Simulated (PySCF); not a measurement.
Sulfur: a sound run and one with changed settings

Sound run: S [Ne] 3s2 3p4, S⁺ [Ne] 3s2 3p3. Calculation: PySCF 2.14, in cc-pVTZ-DK (5s4p2d1f, 34 functions); scalar relativity by spin-free X2C-1e. In the sound run the correlated levels freeze [Ne]. The sound run starts from symmetry-adapted Hartree-Fock orbitals and uses a fine grid where one is needed.

Changed run: initial guess 1e, at most 50 SCF cycles.

```csv
species,method,sound run (hartree),changed run (hartree),converged
S,UHF,-398.59017,-398.59017,yes
S,BP86,-399.25033,-399.25033,yes
S,CCSD(T),-398.73422,-398.73422,yes
S⁺,B3LYP,-398.84169,-398.84169,yes
S⁺,MP2,-398.34127,-398.34127,yes
```

Here the plain start reaches the same solutions.
